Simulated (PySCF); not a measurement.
CF₄.
Z-matrix (Å and degrees, PBE0-D3(BJ)/def2-TZVP geometry), rows numbered from 1:
```
F 
C   1  1.3178
F   2  1.3180  1  109.48
F   2  1.3179  1  109.48  3   120.00
F   2  1.3181  1  109.46  3  -120.02
```

Linear response at PBE0/aug-cc-pVTZ (PySCF, frozen core in the response, non-relativistic). Isolated species at its PBE0-D3(BJ)/def2-TZVP geometry, gas phase.

Static isotropic polarisability: 19.03 au (2.82 Å³), principal values 19.0, 19.0, 19.0 au.

(1) What is the polarisability at 1064 nm and at the sodium D line?

(2) What is the isotropic C6 coefficient between two such molecules, C6 = (3/π)∫α(iω)² dω?

(3) Which effective excitation energy ω̄ makes London's formula C6 = (3/4)α²ω̄ exact here?

(4) What does −C6/R⁶ come to at R = 10 Å between centres?

(5) What three-body coefficient follows from the one-pole estimate C9 = (3/4)·α·C6?

(6) How many electrons N does the Slater–Kirkwood formula C6 = (3/4)·√N·α^(3/2) need to give this C6?

Answers

(1) 19.09 au at 1064 nm (+0.3 %), 19.22 au at 589.3 nm (+1.0 %). The rise at 589.3 nm is 3.27 times that at 1064 nm; a pure ω² law gives 3.26. The lowest singlet lies at 105 nm, shorter than both wavelengths.

(2) 255.7 au (Eh·bohr⁶) by a ten-point quadrature over imaginary frequencies, which is 153 eV·Å⁶ or 14.7 J·nm⁶/mol.

(3) ω̄ = 4·C6/(3α²) = 0.941 Eh = 25.6 eV. A one-pole form α(ω) = α/(1 − ω²/ω̄²) fitted to the 1064 nm value gives 21.4 eV.

(4) -15 J/mol. This is the leading, orientation-averaged term; C8 and higher terms are left out.

(5) 3650 au. This is an estimate from the two numbers above, not a computed integral.

(6) N = (4·C6/3)²/α³ = 16.9; the species has 42 electrons in all.
